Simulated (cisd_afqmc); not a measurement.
Input (AFQMC/CISD/def2-SVP; cisd_afqmc is a phaseless AFQMC code with CISD trial states that reads the integrals written by Ansatz):

Ansatz 0.2 input:
```python
import cisd_afqmc

open("ham.yaml", "w").write("""\
crystal:
  periodic: [false, false, false]
  atoms:
    - {symbol: Li, position_ang: [-0.00000000, -0.00000000, -1.17116215]}
    - {symbol: F, position_ang: [0.00000000, 0.00000000, 0.39038738]}
basis:
  gaussian:
    orbitals: def2-SVP
magnetization: {spin_polarized: false}
correlation: {method: ccsd, electrons: outside_noble_gas, hamiltonian_folder: ham}
""")
rep = cisd_afqmc.ansatz("ham.yaml")
e_ccsd = rep["correlation"]["coupled_cluster"]["energy"]["hartree"]
out = cisd_afqmc.run("ham", e_ccsd, trial="CISD", walkers=2000, populations=1, threads=12, dt=0.005, steps=40, early=24, settle=10, least=100,
    cut=5e-5, rank_cut=2e-4, target=0.0004, seconds=1000, seed=4, memory=62639, gpu=True)
```

Output:

```
orbitals 21, occupied [4], factors 93 of 255, rank of the doubles 42 of 68
E(HF) = -106.848957
E(CCSD) on the cut factors = -107.051696, shift to the whole factors 0.000001
Energy of the trial state on the determinant = -107.051741
  tau behind 7.2 of longer steps, mean of the populations' last blocks
   2.0  -107.05444
   4.0  -107.05456
   6.0  -107.05476
   8.0  -107.05413
  10.0  -107.05451
  12.0  -107.05413
  14.0  -107.05483
  16.0  -107.05434
  18.0  -107.05419
  20.0  -107.05391
  22.0  -107.05449
blocks 100 (0 outliers left out), error by blocks joined: 1: 0.00008, 2: 0.00008, 4: 0.00008, 8: 0.00009
E(AFQMC/CISD) = -107.05438 +/- 0.00009
```
